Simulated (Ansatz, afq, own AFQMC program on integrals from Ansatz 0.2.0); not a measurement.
**AFQMC, coupled cluster and functionals along a coordinate of AlGeH$_{3}$, singlet**

```yaml
atoms:
  - { symbol: Ge, position_ang: [-0.0422, 0.0000, 0.6623] }
  - { symbol: Al, position_ang: [0.0200, 0.0000, -1.8257] }
  - { symbol: H, position_ang: [0.7497, -1.0660, -0.3437] }
  - { symbol: H, position_ang: [0.7497, 1.0660, -0.3437] }
  - { symbol: H, position_ang: [1.0071, 0.0000, 1.8288] }
```

The Ge1–H5 distance is changed with both sides rigid. Energies in kcal/mol count from this geometry (1.569 Å) at the same level; the start stands on RHF, each point on the determinant named.

Basis cc-pVDZ. Only valence electrons are correlated. Ansatz 0.2.0 and our own AFQMC program on the same integrals; the CISD trial comes from CCSD amplitudes, and released means the phaseless constraint is let go. Error bars are statistical, one sigma. No spin–orbit coupling.

Cautions, each for one point or more: (T) is large; CCSDT(Q) on the UHF determinant differs, by its state or its frozen core; higher spins were not checked; inner d shell frozen; no relativity below Rb; no spin-orbit coupling; released walk and highest rung disagree; restricted determinant unstable towards unrestricted; strong correlation.

| r(Ge1–H5) / Å | det. | T1 | weight | B3LYP | HF | CCSD(T) |
| --- | --- | --- | --- | --- | --- | --- |
| 1.428 | RHF | 0.017 | 0.85 | 4.7 | 3.8 | 4.6 |
| 1.768 | RHF | 0.019 | 0.85 | 4.2 | 6.1 | 4.6 |
| 2.923 | RHF¶ | 0.057 | 0.70 | 54.8§ | 79.6 | 52.6 |

Question: Estimate the curve of CCSDT(Q), counted from the same start.

Answer: 
```tsv
r(Ge1–H5) / Å	det.	T1	weight	CCSDT(Q)	ph-AFQMC/CISD	released AFQMC
1.428	RHF	0.017	0.85	4.7	4.8 ± 0.3	5.1 ± 0.6*
1.768	RHF	0.019	0.85	4.5	4.5 ± 0.4	5.3 ± 0.5*
2.923	RHF¶	0.057	0.70	52.6	55.2 ± 0.6	54.8 ± 0.7*
```

Weight is that of the determinant in the CISD state; at the start T1 is 0.018 and the weight 0.85. ¶ marks points with a poor determinant and no full CI, where no value is sure; they don't count among the departures. An asterisk marks released energies that aren't shown to be converged. § marks a functional whose ⟨S²⟩ is too high by over 0.1. Largest departures from CCSDT(Q), at the points where its series has closed: CCSD(T) 0.1 kcal/mol at 1.768 (on RHF), ph-AFQMC/CISD 0.2 kcal/mol at 1.428 (on RHF) (within the noise), B3LYP -0.4 kcal/mol at 1.768, HF 1.6 kcal/mol at 1.768 (on RHF). Functionals count only at points shown to share the start's state and spin. In this small basis the wave-function levels are far from their limit, so their gap to the functionals isn't the functionals' error.

A walk keeps the symmetry of its determinant, which the program's search chose and which needn't be the lowest solution, so a lower state of the same spin and another symmetry isn't excluded.
